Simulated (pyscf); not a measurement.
H₃C–CH₂–O–SiH₃ + H atom (H•) → H₃C–CH₂–O–SiH₂• + hydrogen (H₂), a hydrogen abstraction (doublet surface; H–Si broken, H–H formed). PySCF, gas phase, ωB97X-D3(BJ)/def2-SVP geometries. Energies in kJ/mol from the separated reactants.

Small-basis levels: PySCF, no dispersion term, spherical d functions. Open shells are spin-unrestricted. 

**Question.** In single points B3LYP/6-31G* puts the saddle at 4.2 kJ/mol and the reaction energy at -63.4 kJ/mol. Should these be trusted to within a few kcal/mol? Compare with ωB97M-D3(BJ)/def2-TZVP.

**Answer.** ωB97M-D3(BJ)/def2-TZVP gives ΔE‡ = 18.0 kJ/mol and ΔE = -45.5 kJ/mol. B3LYP/6-31G* lies 13.8 kJ/mol under it in the barrier and 17.9 kJ/mol under it in the reaction energy, so on this step it does not hold to within 12.6 kJ/mol. ωB97M-D3(BJ)/def2-TZVP has limits of its own. H₃C–CH₂–O–SiH₃ lies 75.7 kJ/mol over its isomer H₃C–CH₂–SiH₂–OH (electronic energy, ωB97M-D3(BJ)/def2-TZVP). H₃C–CH₂–O–SiH₂• lies 127.6 kJ/mol over its isomer H₃C–Si•(CH₃)–OH (electronic energy, ωB97M-D3(BJ)/def2-TZVP). One saddle was located; it need not be the lowest between these sides. The angle at the transferred H is 176°.
